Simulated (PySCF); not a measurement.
A side-by-side comparison of computed properties.

First species: hydroxylamine, H3NO.
Geometry (GFN2-xTB, Å), atoms numbered from 1 in this order:
```
atom  x, y, z in Å
N1    -0.430    0.101   -0.490
O2     0.811   -0.186    0.163
H3    -0.717    1.016   -0.147
H4    -1.095   -0.582   -0.129
H5     1.440   -0.347   -0.553
```

Second species: C₃H₅F₂N.
SMILES: `FC(F)[C@@H]1CN1`

Levels: PBE0/def2-SVPD for dipole moment, HOMO energy, LUMO energy, HOMO–LUMO gap, static isotropic polarisability and electronic spatial extent ⟨r²⟩ about the centre of nuclear charge; TDDFT PBE0/def2-SVPD for lowest singlet excitation; TDA PBE0/def2-SVPD for lowest triplet excitation (Tamm–Dancoff); GFN2-xTB for rotational constant A and rotational constant C. Geometries: GFN2-xTB. All species are isolated and taken at one optimised geometry, non-relativistic unless stated. Electronic properties by PySCF.

The conformers computed, where there is a choice (atom-mapped SMILES and torsion angles):
- `[NH2:1][OH:2]`: H–N1–O2–H -123°
- `[F:1][CH:2]([F:3])[C@@H:4]1[CH2:5][NH:6]1`: F1–C2–C4–C5 -73°

Values for the first species:

* Dipole moment: 0.61 D
* HOMO energy: -7.50 eV
* LUMO energy: 0.83 eV
* HOMO–LUMO gap: 8.33 eV
* Lowest singlet excitation: 6.74 eV
* Lowest triplet excitation (Tamm–Dancoff): 6.17 eV
* Static isotropic polarisability: 18.0 au
* Electronic spatial extent ⟨r²⟩ about the centre of nuclear charge: 74 bohr²
* Rotational constant A: 195.214 GHz
* Rotational constant C: 25.427 GHz

**Question.** Estimate the same properties for the second species, and the change in each.

**Answer.** 
```tsv
property	first	second	second less first
dipole moment	0.61 D	2.80 D	+2.19 D
HOMO energy	-7.50 eV	-7.77 eV	-0.27 eV
LUMO energy	0.83 eV	0.63 eV	-0.20 eV
HOMO–LUMO gap	8.33 eV	8.40 eV	+0.07 eV
lowest singlet excitation	6.74 eV	6.96 eV	+0.22 eV
lowest triplet excitation (Tamm–Dancoff)	6.17 eV	6.67 eV	+0.50 eV
static isotropic polarisability	18.0 au	44.6 au	+26.6 au
electronic spatial extent ⟨r²⟩ about the centre of nuclear charge	74 bohr²	563 bohr²	+489 bohr²
rotational constant A	195.214 GHz	6.982 GHz	-188.232 GHz
rotational constant C	25.427 GHz	2.076 GHz	-23.351 GHz
```

On the first: The polarisability is 2.67 Å³ as a volume (1 au = 0.148185 Å³), or 1.00 au for each of the 18 electrons. The principal polarisabilities are 16.1, 16.4 and 21.5 au; their mean is the isotropic value.

On the second: The polarisability is 6.61 Å³ as a volume (1 au = 0.148185 Å³), or 0.93 au for each of the 48 electrons.
